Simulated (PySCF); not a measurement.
These are PBE-D3(BJ)/def2-TZVP // PBE0-D3(BJ)/def2-TZVP (PySCF 2.14.0) values and carry that method's errors. Gas-phase values, no solvent. 

Reference species (SMILES): `[CH3]` (neutral, multiplicity 2).

```yaml
highest_occupied_spin_orbital: -5.38 eV
```

Changed species: `[O]C=O` (radical fragment; the reference has radical fragment).

Q: Predict the effect on the highest occupied spin orbital.

A: the highest occupied spin orbital decreases by 2.40 eV, to -7.78 eV.
